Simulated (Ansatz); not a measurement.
## A ladder of methods for SiNH5 (SMILES [SiH3]N)

SiNH5, singlet, SMILES `[SiH3]N`. Each level relaxes the structure for itself.

Quantity: the highest harmonic wavenumber at each level's own minimum, in cm⁻¹. The values are calculated.

```csv
level,kind,program,value (cm⁻¹)
HF/STO-3G,Hartree–Fock,Ansatz,4137
HF/6-31G* (Cartesian functions),Hartree–Fock,Ansatz,3890
HF/cc-pVTZ,Hartree–Fock,Ansatz,3877
SVWN5/def2-TZVP,LDA,Ansatz,3588
PBE/def2-SVP,GGA,Ansatz,3570
PBE-D3(BJ)/def2-TZVP,GGA,Ansatz,3566
B3LYP/6-31G* (Cartesian functions),global hybrid,Ansatz,3645
PBE0-D4/def2-TZVP,global hybrid,Ansatz,3695
wB97M-V/def2-TZVPD,range-separated hybrid,Ansatz,3680
MP2/6-31G* (Cartesian functions),perturbation theory,Ansatz,3713
```

Harmonic and unscaled. The values span 3566 to 4137 cm⁻¹.
